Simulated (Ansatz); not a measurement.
1T (CdI2-type) CdI2

Level of theory: LDA in Ansatz (plane waves, PAW).

Run with plane-wave cutoff 520 eV, 12×12×6 k mesh (along the axes of the cell as run), Fermi–Dirac smearing 0.01 eV, scalar-relativistic PAW data made under PBE.

Cell: measured lattice: a = 4.2440 Å, b = 4.2440 Å, c = 6.8590 Å, α = 90.00°, β = 90.00°, γ = 120.00°.

| Quantity | Result |
|---|---|
| band gap | 2.16 eV |
| smallest direct gap on the k points sampled | 2.36 eV |

Note: cell and atoms aren't relaxed at this level (pressure -1.8 GPa).

Spin–orbit coupling is not included; with these elements it can move the gap by several tenths of an eV or more.

The computed numbers hold no vibrational or temperature effects.

Ansatz is a quantum-chemistry and plane-wave program.
